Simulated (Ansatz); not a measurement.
Rock-salt ZrC, treated with LDA in Ansatz (plane waves, PAW).

Numerical settings: plane-wave cutoff 520 eV, 16×16×16 k mesh, Fermi–Dirac smearing 0.1 eV, perturbation theory, force constants from a 4×4×4 q mesh, scalar-relativistic PAW data made under PBE.

Computed at the level's own relaxed cell.

```yaml
crystal:
  lattice:
    - [0.00000, 2.32084, 2.32084]
    - [2.32084, 0.00000, 2.32084]
    - [2.32084, 2.32084, 0.00000]
  atoms:
    - { symbol: Zr, position: [0.00000, 0.00000, 0.00000] }
    - { symbol: C, position: [0.50000, 0.50000, 0.50000] }
```

Harmonic phonon frequencies (cm⁻¹; i marks an imaginary mode):

```json
[
 {"q point": "Γ", "frequencies": "[?]"}
]
```

Q: Fill in the missing entries.

A: 
- Γ, frequencies: 0 0 0 450 450 450

Ansatz is an electronic-structure program.
